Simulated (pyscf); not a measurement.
PySCF, gas phase, ωB97X-D3(BJ)/def2-SVP geometries.

**Question.** Estimate the classical barrier height and the reaction energy of O=Re(OH)(OH)–Cl [singlet] -> O=Re(=O)–Cl [singlet] + water (H₂O) at ωB97M-D3(BJ)/def2-TZVP. The step runs on the singlet surface, breaks O–Re, H–O and forms H–O; take the reactant's lowest minimum found as zero.

**Answer.** ΔE‡ = 31.4 kcal/mol, ΔE = +18.2 kcal/mol. Zero-point energy shifts the barrier by -2.2 kcal/mol. It is an elimination, with an imaginary mode of 1279i cm⁻¹. On the product side the descent ends in an adduct with a O–Re contact, 0.7 kcal/mol under the separated species and 11.7 kcal/mol under the saddle at ωB97X-D3(BJ)/def2-TZVP. What is counted as broken (O–Re) persists as a longer contact in the product adduct; parting that adduct is a step of its own. The other spin state of O=Re(OH)(OH)–Cl [singlet] is not in these data. The other spin state of O=Re(=O)–Cl [singlet] is not in these data. This is the saddle that the search found; another between the same sides may lie lower. Elements past Kr carry the def2 core potentials, without spin-orbit coupling.
